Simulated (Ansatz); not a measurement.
Input (CCSDT(Q)/aug-cc-pVDZ; Ansatz, a program for electronic structure):

Ansatz 0.2 input:
```yaml
crystal:
  periodic: [false, false, false]
  atoms:
    - {symbol: C, position_ang: [-1.20822218, -0.14697636, -0.13555230]}
    - {symbol: C, position_ang: [0.18225778, 0.00356720, 0.02923127]}
    - {symbol: C, position_ang: [1.40777216, 0.15861700, 0.16390502]}
    - {symbol: H, position_ang: [-1.45787510, -0.96896555, -0.81442730]}
    - {symbol: H, position_ang: [-1.56493239, 0.78362294, -0.63542508]}
    - {symbol: H, position_ang: [-1.73558195, -0.19599924, 0.82275481]}
    - {symbol: H, position_ang: [2.46754283, 0.29009483, 0.28159360]}
basis:
  gaussian:
    orbitals: aug-cc-pVDZ
total_charge: 1
magnetization: {spin_polarized: true, initial_magnetization: 1}
correlation: {method: ccsdt_q, electrons: outside_noble_gas}
```

Output:

```
Functional definition: HF
integrals: 0.35 GiB planned
1616 factors; integrals over basis functions are off by at most 2.3e-7 eV
mean field: 0.52 GiB planned
mean field evaluation 1: about -3140.6875 eV, gradient 2.4e1 eV
mean field evaluation 2: about -3140.7195 eV, gradient 2.4e1 eV
mean field evaluation 4: about -3144.1412 eV, gradient 2.9e0 eV
mean field evaluation 8: about -3144.2438 eV, gradient 1.9e-1 eV
mean field evaluation 16: about -3144.2465 eV, gradient 2.1e-6 eV
mean field evaluation 32: about -3144.2465 eV, gradient 1.0e-2 eV
mean field evaluation 64: about -3144.2238 eV, gradient 1.9e0 eV
mean field evaluation 96: about -3144.1628 eV, gradient 1.4e-2 eV
mean field evaluation 128: about -3144.1631 eV, gradient 4.1e-3 eV
mean field evaluation 160: about -3144.2440 eV, gradient 2.9e-1 eV
a density is far from that of the atoms, so the factors are made again for it
1664 factors; integrals over basis functions are off by at most 1.3e-7 eV
mean field: 0.52 GiB planned
mean field evaluation 192: about -3144.2465 eV, gradient 2.1e-6 eV
mean field evaluation 224: about -3144.2465 eV, gradient 4.0e-6 eV
mean field evaluation 256: about -3144.2319 eV, gradient 1.3e0 eV
mean field evaluation 288: about -3143.1375 eV, gradient 8.1e0 eV
mean field evaluation 320: about -3144.1629 eV, gradient 3.5e-2 eV
mean field evaluation 352: about -3144.1631 eV, gradient 2.3e-6 eV
mean field -3144.24646182 eV, -115.5489262253 hartree, gradient 2.1e-6 eV, S^2 0.761552; 10 other end points of the search recorded, 0 dependent functions left out
determinant -3144.24646182 eV, -115.5489262253 hartree, with singles and doubles -3154.98756315 eV, -115.9436544183 hartree
determinant -3144.16309676 eV, -115.5458626158 hartree, with singles and doubles -3154.88514874 eV, -115.9398907581 hartree
determinant -3144.24646182 eV, -115.5489262253 hartree, with singles and doubles -3154.96646921 eV, -115.9428792304 hartree
determinant -3144.16309676 eV, -115.5458626158 hartree, with singles and doubles -3154.86318344 eV, -115.9390835484 hartree
3 core orbitals not correlated
reference -3144.24646182 eV, -115.5489262253 hartree; 8, 7 occupied and 94, 95 virtual orbitals, 1664 factors
second order -9.66840475 eV of doubles, -0.00000000 eV of singles
coupled cluster: 7.33 GiB planned
cycle   1  -10.32828478 eV  change   -6.6e-1 eV  update   9.3e-2
cycle   2  -10.87940866 eV  change   -5.5e-1 eV  update   4.1e-2
cycle   3  -11.17820056 eV  change   -3.0e-1 eV  update   2.5e-2
cycle   4  -11.15120930 eV  change    2.7e-2 eV  update   1.0e-2
cycle   5  -11.13794310 eV  change    1.3e-2 eV  update   8.0e-3
cycle   6  -11.14651485 eV  change   -8.6e-3 eV  update   3.3e-3
cycle   7  -11.14914560 eV  change   -2.6e-3 eV  update   1.8e-3
cycle   8  -11.14826414 eV  change    8.8e-4 eV  update   7.2e-4
cycle   9  -11.14820104 eV  change    6.3e-5 eV  update   3.9e-4
cycle  10  -11.14831357 eV  change   -1.1e-4 eV  update   1.5e-4
cycle  11  -11.14829439 eV  change    1.9e-5 eV  update   8.1e-5
cycle  12  -11.14839208 eV  change   -9.8e-5 eV  update   4.5e-5
cycle  13  -11.14841603 eV  change   -2.4e-5 eV  update   2.5e-5
cycle  14  -11.14843297 eV  change   -1.7e-5 eV  update   1.5e-5
cycle  15  -11.14843680 eV  change   -3.8e-6 eV  update   8.1e-6
cycle  16  -11.14844098 eV  change   -4.2e-6 eV  update   4.7e-6
cycle  17  -11.14844220 eV  change   -1.2e-6 eV  update   2.0e-6
cycle  18  -11.14844257 eV  change   -3.7e-7 eV  update   1.0e-6
coupled cluster: 7.33 GiB planned
perturbative correction -0.02793845 eV, -0.0010267193 hartree
Total energy: -3155.42284285 eV, -115.9596506523 hartree
```
